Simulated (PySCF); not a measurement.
**`Fc1pccs1`, C3H2FPS**

Geometry:
```
atom   x (Å)   y (Å)   z (Å)
  F1   2.780  -0.194   0.354
  C2   1.464  -0.043   0.163
  P3   0.770   1.320  -0.607
  C4  -0.853   0.653  -0.397
  C5  -0.982  -0.543   0.217
  S6   0.454  -1.321   0.744
  H7  -1.715   1.193  -0.752
  H8  -1.908  -1.056   0.407
```

Theory: PySCF, GIAO CAM-B3LYP/pcSseg-1 magnetisability, rotational g tensor and spin-rotation constants, non-relativistic, gas phase. Geometry: GFN2-xTB.

Question: How diamagnetic is it, and how anisotropic?

Answer: Isotropic -1091 × 10⁻³⁰ J/T², or -65.7 × 10⁻⁶ cm³/mol; principal values -1575, -867, -830 × 10⁻³⁰ J/T², anisotropy 727 × 10⁻³⁰ J/T² (root of half the summed squared differences of the principal values). The susceptibility is in cgs units.

Question: Split it along the inertial axes a, b, c into diamagnetic and paramagnetic parts about the centre of mass, with the quadrupole moment.

Answer: 
| axis | χ (10⁻⁶ cm³/mol) | diamagnetic (10⁻⁶ cm³/mol) | paramagnetic (10⁻⁶ cm³/mol) | summed x² of all electrons (Å²) | quadrupole Θ (D Å) |
| --- | --- | --- | --- | --- | --- |
| a | -50.5 | -416.3 | 365.8 | 97.7 | +3.44 |
| b | -51.7 | -458.9 | 407.2 | 87.6 | +0.30 |
| c | -94.8 | -786.0 | 691.1 | 10.5 | -3.74 |

Anisotropies 2χaa − χbb − χcc = +45.6 and 2χbb − χaa − χcc = +41.8 × 10⁻⁶ cm³/mol. Θ is traceless in Buckingham's convention.

Question: And the rotational g tensor?

Answer: 
```tsv
axis	rotational constant (GHz)	g	nuclear part	electronic part
a	3.2766	-0.0560	0.5071	-0.5631
b	3.0048	-0.0469	0.5279	-0.5748
c	1.5674	+0.0090	0.5179	-0.5089
```
Asymmetric top; isotopes 12C, 19F, 1H, 31P, 32S; no vibrational averaging.
